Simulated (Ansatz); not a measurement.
Species, as SMILES: C (CH4).
Atoms: C1, H2, H3, H4, H5. Bonds: C1-H2, C1-H3, C1-H4, C1-H5.

Basis-set convergence of the harmonic zero-point energy at PBE with Ansatz (a first-principles code). Each level at its own minimum, finite differences of forces, unscaled; the reference is a large set that could be run, not a limit. Cartesian d functions, on some or all atoms, in 6-31G*, 6-31+G*; all else is spherical. The program fits the integrals of some runs and decomposes those of others, by size. No added dispersion term, no relativity. Reference: the value in aug-pcseg-2, 27.30 kcal/mol, itself unsure by roughly 0.02 kcal/mol (its mean distance from aug-cc-pVTZ, def2-TZVPPD). Deviations are taken from unrounded values.

| basis | functions | harmonic zero-point energy (kcal/mol) |
|---|---|---|
| 6-31G* | 23 | 27.74 |
| 6-31+G* | 27 | 27.62 |
| cc-pVDZ | 34 | 27.21 |
| aug-cc-pVDZ | 59 | 27.12 |
| def2-SVP | 34 | 27.24 |
| def2-SVPD | 52 | 27.12 |
| pcseg-1 | 34 | 27.38 |
| aug-pcseg-1 | 59 | 27.24 |
| 6-311G** | 42 | 27.36 |
| 6-311+G** | 46 | 27.32 |
| def2-TZVP | 55 | 27.33 |
| def2-TZVPD | 73 | 27.30 |
| cc-pVTZ | 86 | 27.31 |
| aug-cc-pVTZ | 138 | 27.27 |
| pcseg-2 | 86 | 27.31 |
| aug-pcseg-2 | 138 | 27.30 |
| def2-TZVPP | 87 | 27.33 |
| def2-TZVPPD | 105 | 27.32 |

What the diffuse functions change, pair by pair:
- 6-31G* to 6-31+G*: 4 more functions, deviation 0.43 to 0.31 kcal/mol
- cc-pVDZ to aug-cc-pVDZ: 25 more functions, deviation -0.09 to -0.18 kcal/mol
- def2-SVP to def2-SVPD: 18 more functions, deviation -0.06 to -0.19 kcal/mol
- pcseg-1 to aug-pcseg-1: 25 more functions, deviation 0.07 to -0.06 kcal/mol
- 6-311G** to 6-311+G**: 4 more functions, deviation 0.05 to 0.01 kcal/mol
- def2-TZVP to def2-TZVPD: 18 more functions, deviation 0.02 to 0.00 kcal/mol
- cc-pVTZ to aug-cc-pVTZ: 52 more functions, deviation 0.01 to -0.03 kcal/mol
- pcseg-2 to aug-pcseg-2: 52 more functions, deviation 0.01 to 0.00 kcal/mol
- def2-TZVPP to def2-TZVPPD: 18 more functions, deviation 0.02 to 0.01 kcal/mol

Leaving out the reference's own pair, they bring the value nearer the reference by more than 0.02 kcal/mol in 2 of 8 pairs.
